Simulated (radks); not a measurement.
**O³⁺ in [He] 2s2 2p1: an all-electron calculation**

One table from this session's results is given with a row withheld; the runs are named, their logs left out.

The numbers are computed with radks (a radial shooting solver on a logarithmic mesh, Libxc functionals) version 1 (non-relativistic Kohn-Sham, r2SCAN, spin-polarised, spherical densities, point nucleus; open shells are filled with parallel spins first), except any that are marked as measured or tabulated.

## Starting point

* element: oxygen (Z = 8)
* charge: +3
* electrons: 5
* configuration: [He] 2s2 2p1

The outer shells:

O³⁺
```
[He] core
2s [↑↓]
2p [↑ ][  ][  ]
```

The first run:

Settings of this run:

```text
Z 8
configuration [He] 2s2 2p1 3s0 3p0
relativity non-relativistic
functional r2scan,r2scan
spin polarised
nucleus point
```

Run with:

```bash
> python run_ks.py task.json out
```

This one command runs every case of the session in turn.

One table of the session follows, with a row left open; its other results are not shown here.

It belongs to the step «Radial structure». Sizes of the orbitals, from the radial functions (bohr):

| level | <r> | outermost maximum (interpolated) | 90 % within |
| --- | --- | --- | --- |
| 1s up | 0.1991 | 0.129 | 0.356 |
| 1s down | 0.1984 | 0.129 | 0.355 |
| 2s up | 0.9715 | 0.805 | 1.50 |
| 2s down | 0.9883 | 0.815 | 1.53 |
| 2p up | ? | ? | ? |
| 2p down | 0.9396 | 0.725 | 1.54 |

Estimate the missing values for 2p up.

As computed: <r>: 0.9157; outermost maximum (interpolated): 0.707; 90 % within: 1.50. In the column «<r>» it lies between 1s up (0.1991) and 2p down (0.9396).

Caveats from the session: Open shells are spherical and high-spin; term and fine-structure splittings are not resolved.
